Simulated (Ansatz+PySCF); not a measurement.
Results of a calculation; reference values are marked as such.
Input for PySCF 2.14.0:

```python
from pyscf import gto, scf

mol = gto.M(atom="""
B 0.000000 0.000000 -0.842260
N 0.000000 0.000000 0.661980
H 0.000000 -1.085860 -1.142470
H -0.940380 0.542930 -1.142470
H 0.940380 0.542930 -1.142470
H 0.000000 0.875300 1.001610
H -0.758030 -0.437650 1.001610
H 0.758030 -0.437650 1.001610
""", basis='def2-svp', charge=0, spin=0)
mf = scf.UHF(mol)
mf.init_guess = '1e'
mf.kernel()
while True:  # follow internal instabilities
    mo, _, stable, _ = mf.stability(return_status=True)
    if stable: break
    mf.kernel(mf.make_rdm1(mo, mf.mo_occ))
print(mf.converged, mf.e_tot, mf.spin_square()[0])
```

The script is written out from the run's settings.

The run gave:

```json
{"Converged": "yes", "Total energy": "-82.52316 hartree", "Spin squared of the determinant": "0.000"}
```
